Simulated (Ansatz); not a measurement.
## Property card for MoS2

Method: Ansatz, DFT PBEsol, scalar-relativistic, plane waves, PAW.

Cutoff 420 eV; k points 12×12×1 on the computed 12-atom cell (Γ-centred); Gaussian smearing, width 0.02 eV; no spin polarisation.

The structure is relaxed at this level of theory with its symmetry kept. This form isn't the usual stable structure of the compound.

```
Mo S
1.0
     3.14092    0.00000    0.00000
    -1.57046    2.72012    0.00000
     0.00000    0.00000   34.07109
Mo S
4 8
Direct
  0.66667 0.33333 0.90767
  0.66667 0.33333 0.27703
  0.33333 0.66667 0.72297
  0.33333 0.66667 0.09233
  0.33333 0.66667 0.95343
  0.33333 0.66667 0.32276
  0.66667 0.33333 0.76873
  0.66667 0.33333 0.13810
  0.33333 0.66667 0.86190
  0.33333 0.66667 0.23127
  0.66667 0.33333 0.67724
  0.66667 0.33333 0.04657
```

```json
{"Space group": "P-3m1 (No. 164)", "Volume per atom": "163.7 bohr³", "Formation energy from the elements' standard states (uncorrected)": "-0.970 eV/atom", "Kohn–Sham band gap": "1.10 eV, indirect from Γ to (0.177, 0.177, 0.000)", "Löwdin character of the top 1 eV of the valence band": "Mo 4d 63 %, S 3p 33 %", "Löwdin character of the lowest 1 eV of the conduction band": "Mo 4d 62 %, S 3p 32 %", "Electron masses at the edge by Cartesian direction of the standard setting (m_e; degenerate bands sorted by energy; no spin-orbit coupling)": "x: 0.71; y: 0.60; z: over 30", "Hole masses at the edge by Cartesian direction of the standard setting (m_e; degenerate bands sorted by energy; no spin-orbit coupling)": "x: 0.96; y: 0.96; z: over 30", "Electronic dielectric constant xx, yy, zz of the standard setting (independent particles)": "11.8, 11.8, 7.1"}
```

Each cell of MoS2 holds layers, and where no dispersion correction was added their binding is poorly described.

A ferromagnetic start lost its moments in a first run, so spin was left out; other magnetic orders weren't tried.

Cost: 12 runs of about 23 core-minutes in all, on Intel Xeon 6975P-C (Granite Rapids) (shared hosts).